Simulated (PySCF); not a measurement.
## Computed properties of CH3Cl, SMILES CCl

chloromethane (CH3Cl), SMILES CCl. Geometry: ωB97X-D3(BJ)/def2-TZVP. The values are those of a single conformer. All values are computed for the isolated molecule unless a solvent is named; none is compared with measurement here.

**Structure.** The optimised structure has C3v symmetry. All 9 harmonic modes at ωB97X-D3(BJ)/def2-TZVP (PySCF) are real, so it is a minimum.

**Vibrations.** The strongest infrared lines (harmonic, unscaled, degenerate partners summed) lie at 766 cm⁻¹ (27 km/mol, C 62 %, Cl 29 %, H 9 %), 3099 cm⁻¹ (23 km/mol, H 98 %), 1493 cm⁻¹ (13 km/mol, H 95 %). The softest mode is at 766 cm⁻¹ and the zero-point energy is 23.9 kcal/mol.

**Electronic structure.** HF/def2-TZVPD (PySCF) places the frontier levels at -11.85 and 1.94 eV, a gap of 13.79 eV, and gives a dipole moment of 2.09 D and a mean polarisability of 28.4 bohr³.

**Excitations.** TDDFT-B3LYP/def2-TZVPD (PySCF) has S1 at 6.91 eV (179 nm, f = 0.005, weak); the most intense of the 10 singlets computed lies at 8.55 eV (f = 0.09). Strengths of degenerate partners are summed. T1 (TDA) is at 6.33 eV. No vertical singlet excitation falls in the visible range (under 3.1 eV).

**NMR.** GIAO shifts at HF/pcSseg-2 (PySCF) (non-relativistic, atoms alike by connectivity averaged): ¹³C at 29.5 ppm against TMS; ¹H at 3.1 ppm against TMS. Without spin–orbit terms, shifts of atoms bonded to Cl or Br come out too high.
